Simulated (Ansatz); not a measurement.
The input, for Ansatz 0.2.0:

```yaml
crystal:
  periodic: [false, false, false]
  atoms:
    - {symbol: F, position_ang: [0.000000, 0.000000, 0.000000]}
    - {symbol: Mg, position_ang: [0.000000, 0.000000, 6.092000]}
basis:
  gaussian: {orbitals: 6-31G}
magnetization: {spin_polarized: false, initial_magnetization: 1}
hamiltonian: {xc: {name: PBE}}
correlation: {method: ccsdt_q_b, electrons: all}
accuracy: high
```

```sh
$ ansatz run in.yaml --threads 1 --pin off --events-out ev --progress --plain --max-ram 2393MiB
```

The program prints:

```
365 factors; integrals over basis functions are off by at most 2.7e-9 eV
mean field evaluation 1: about -8142.6531 eV, gradient 5.3e1 eV
mean field evaluation 2: about -8142.6521 eV, gradient 5.3e1 eV
mean field evaluation 4: about -8141.2983 eV, gradient 6.1e1 eV
mean field evaluation 8: about -8148.9420 eV, gradient 2.2e0 eV
mean field evaluation 16: about -8151.3615 eV, gradient 1.9e-3 eV
mean field evaluation 32: about -8151.3617 eV, gradient 1.1e-6 eV
mean field evaluation 64: about -8150.9136 eV, gradient 1.7e-1 eV
mean field evaluation 96: about -8151.3617 eV, gradient 7.0e-2 eV
mean field evaluation 128: about -8150.8837 eV, gradient 6.8e0 eV
mean field evaluation 160: about -8151.3613 eV, gradient 2.7e-2 eV
...
mean field -8151.36169730 eV, -299.5570171843 hartree, gradient 9.1e-9 eV, S^2 0.750000; 14 other end points of the search recorded, 0 dependent functions left out
...
reference -8133.24106421 eV, -298.8910962011 hartree; 11, 10 occupied and 11, 12 virtual orbitals, 365 factors
second order -3.61111463 eV of doubles, -1.33084808 eV of singles
...
cycle 148  -5.07884151 eV  change   1.3e-10 eV  update   5.8e-9
cycle 149  -5.07884151 eV  change   3.0e-10 eV  update   2.9e-9
cycle 150  -5.07884151 eV  change   4.1e-10 eV  update   4.4e-9
cycle 151  -5.07884151 eV  change   3.1e-10 eV  update   4.4e-9
cycle 152  -5.07884151 eV  change   2.6e-10 eV  update   4.0e-9
cycle 153  -5.07884151 eV  change   2.5e-10 eV  update   2.8e-9
cycle 154  -5.07884151 eV  change   3.1e-10 eV  update   1.3e-9
cycle 155  -5.07884151 eV  change   1.6e-10 eV  update   1.8e-9
cycle 156  -5.07884151 eV  change   7.2e-11 eV  update   1.9e-9
cycle 157  -5.07884151 eV  change   5.4e-11 eV  update  9.6e-10
perturbative correction 0.00118173 eV, 0.0000434278 hartree
WARN: these amplitudes may be one of several solutions (largest doubles amplitude 0.14, level shift 8.67 eV)
Total energy: -8138.31872399 eV, -299.0776967561 hartree
```

The T1 diagnostic is 0.164.

Ran on 1 thread of INTEL XEON PLATINUM 8581C, shared host: 49 s wall, 0.47 GiB peak host memory.
